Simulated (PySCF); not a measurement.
Process, species as SMILES: N#N (N2) + H+ → N#[NH+]
B3LYP-D3(BJ)/def2-TZVP geometries, fixed; electronic energies without zero-point terms; positive where energy is released.
Largest species:
```xyz
3

N      0.0000     0.0000    -0.4376
N      0.0000     0.0000     0.6484
H      0.0000     0.0000    -1.4756
```
Charge +1, spin multiplicity 1.

Effect of the atomic grid (radial, angular points) at PBE/def2-SVP with PySCF, against the last row, where the proton affinity is 125.98 kcal/mol.

```csv
setting,"grid points, largest species",largest shift of a total energy (mEh),shift of the proton affinity (kcal/mol)
"atom_grid: 30, 110, unpruned",9904,0.065,0.006
"atom_grid: 50, 194, unpruned",29104,0.006,0.000
"atom_grid: 75, 302, unpruned",67952,-0.001,0.000
"atom_grid: 99, 590, unpruned",175232,0.000,0.000
"atom_grid: 150, 974, unpruned",438304,0.000,0.000
```

Within 0.02 kcal/mol in the proton affinity: atom_grid: 30, 110, unpruned; atom_grid: 50, 194, unpruned; atom_grid: 75, 302, unpruned; atom_grid: 99, 590, unpruned. The largest shift is 0.065 mEh in a total energy and 0.006 kcal/mol in the difference.
